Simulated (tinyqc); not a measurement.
Worked calculation: CIS and TDHF on RHF in the sto-3g basis, frozen core, for HF, spin multiplicity 1. One step of it, computed by the program tinyqc.

Problem. TDHF (RPA) singlet states. B(ia,jb) = 2 (ia|jb) - (ib|ja); the squared energies are the eigenvalues of (A - B)(A + B); 1 hartree = 27.211386 eV.

CIS matrix A, singlet (hartree), lower triangle:
```
          2>6       3>6       4>6       5>6
2>6  1.659164
3>6  0.044368  0.919741
4>6  0.000000  0.000000  0.542630
5>6  0.000000  0.000000  0.000000  0.542630
```

Two-electron integrals over orbitals (pq|rs), unique and non-zero (hartree); the lowest 1 orbital is frozen and left out:
```
(22|22) 0.857743    (32|22) -0.007575   (32|32) 0.158567    (33|22) 0.765061
(33|32) -0.058868   (33|33) 0.793157    (42|42) 0.178291    (43|42) -0.045821
(43|43) 0.051811    (44|22) 0.874713    (44|32) -0.076616   (44|33) 0.772748
(44|44) 0.997514    (52|52) 0.178291    (53|52) -0.045821   (53|53) 0.051811
(54|54) 0.053770    (55|22) 0.874713    (55|32) -0.076616   (55|33) 0.772748
(55|44) 0.889973    (55|55) 0.997514    (62|22) -0.137198   (62|32) -0.037487
(62|33) -0.044935   (62|44) -0.136630   (62|55) -0.136630   (62|62) 0.099544
(63|22) -0.147985   (63|32) 0.093072    (63|33) -0.130941   (63|44) -0.183605
(63|55) -0.183605   (63|62) 0.060223    (63|63) 0.162293    (64|42) -0.045276
(64|43) -0.012126   (64|64) 0.032172    (65|52) -0.045276   (65|53) -0.012126
(65|65) 0.032172    (66|22) 0.692332    (66|32) 0.076078    (66|33) 0.669376
(66|44) 0.655909    (66|55) 0.655909    (66|62) -0.068943   (66|63) -0.011856
(66|66) 0.718535
```

Give: TDHF matrix B, singlet; squared energies w^2; TDHF energies from the positive w^2.

Solution.

TDHF matrix B, singlet (hartree), lower triangle:
```
        2>6     3>6     4>6     5>6
2>6  0.0995
3>6  0.0602  0.1623
4>6  0.0000  0.0000  0.0322
5>6  0.0000  0.0000  0.0000  0.0322
```

squared energies w^2 (hartree^2): 0.2934  0.2934  0.8140  2.7451

TDHF energies from the positive w^2 (eV): 14.7397  14.7397  24.5512  45.0852
